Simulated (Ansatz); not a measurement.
System: tetrachlorosilane, SiCl4 (charge 0, singlet). 
Geometry from a B3LYP-D3(BJ)/def2-TZVP (Ansatz, a quantum-chemistry and plane-wave program) optimisation:
SMILES: Cl[Si](Cl)(Cl)Cl
```xyz
5

Si     0.0000     0.0000     0.0000
Cl     1.1509     1.1792     1.1899
Cl    -1.1704    -1.1928     1.1569
Cl     1.1958    -1.1539    -1.1703
Cl    -1.1763     1.1675    -1.1765
```
Charge 0, spin multiplicity 1.

Quantity: atomisation energy (electronic, to ground-state atoms), in kcal/mol. Correlated levels leave the core frozen unless marked. UHF or UKS for open shells. Spin-orbit coupling is left out. Non-relativistic. The coupled-cluster limit lacks core correlation, which all-electron functionals hold. Basis-set limits of correlation are two-point, X^-3; Hartree-Fock from the larger set. The bracket is a focal-point correction in the basis named.

```json
[
 {"level": "HF/6-31G*", "program": "Ansatz", "atomisation energy (kcal/mol)": "265.6", "minus last row": "-121.9", "rough core time": "-"},
 {"level": "HF/cc-pV(D+d)Z", "program": "Ansatz", "atomisation energy (kcal/mol)": "271.2", "minus last row": "-116.3", "rough core time": "-"},
 {"level": "HF/cc-pV(Q+d)Z", "program": "Ansatz", "atomisation energy (kcal/mol)": "284.4", "minus last row": "-103.1", "rough core time": "under 20 s"},
 {"level": "BLYP-D4/def2-TZVPD", "program": "Ansatz + dftd4", "atomisation energy (kcal/mol)": "372.0", "minus last row": "-15.5", "rough core time": "under 20 s"},
 {"level": "revPBE-D3(BJ)/def2-TZVPD", "program": "Ansatz + dftd3", "atomisation energy (kcal/mol)": "379.8", "minus last row": "-7.7", "rough core time": "under 20 s"},
 {"level": "B3LYP/def2-TZVPD", "program": "Ansatz", "atomisation energy (kcal/mol)": "364.0", "minus last row": "-23.5", "rough core time": "25 s"},
 {"level": "PBE0/def2-SVP", "program": "Ansatz", "atomisation energy (kcal/mol)": "375.8", "minus last row": "-11.7", "rough core time": "under 20 s"},
 {"level": "PBE0/def2-QZVPP", "program": "Ansatz", "atomisation energy (kcal/mol)": "382.8", "minus last row": "-4.7", "rough core time": "40 s"},
 {"level": "HSE06-D3(BJ)/def2-TZVPD", "program": "Ansatz + dftd3", "atomisation energy (kcal/mol)": "387.8", "minus last row": "0.3", "rough core time": "29 s"},
 {"level": "B2GP-PLYP/def2-TZVPD", "program": "Ansatz", "atomisation energy (kcal/mol)": "376.1", "minus last row": "-11.4", "rough core time": "30 s"},
 {"level": "B2PLYP/def2-TZVPD", "program": "Ansatz", "atomisation energy (kcal/mol)": "373.1", "minus last row": "-14.4", "rough core time": "24 s"},
 {"level": "SCS-MP2/6-31G", "program": "Ansatz", "atomisation energy (kcal/mol)": "214.0", "minus last row": "-173.5", "rough core time": "-"},
 {"level": "SCS-MP2/cc-pVTZ", "program": "Ansatz", "atomisation energy (kcal/mol)": "371.3", "minus last row": "-16.2", "rough core time": "-"},
 {"level": "RI-MP2/CBS(aug-cc-pV(T+d)Z,aug-cc-pV(Q+d)Z)+[CCSD(T)-MP2]/aug-cc-pV(D+d)Z", "program": "Ansatz", "atomisation energy (kcal/mol)": "388.3", "minus last row": "0.8", "rough core time": "-"},
 {"level": "RI-MP2/CBS(cc-pV(T+d)Z,cc-pV(Q+d)Z)+[CCSD(T)-MP2]/cc-pV(T+d)Z", "program": "Ansatz", "atomisation energy (kcal/mol)": "387.5", "minus last row": "0.0", "rough core time": "-"}
]
```

Core times are rough, on shared machines, summed over the molecules involved; a dash marks a level read off another run, or run on other hardware, by another program or under a memory cap.
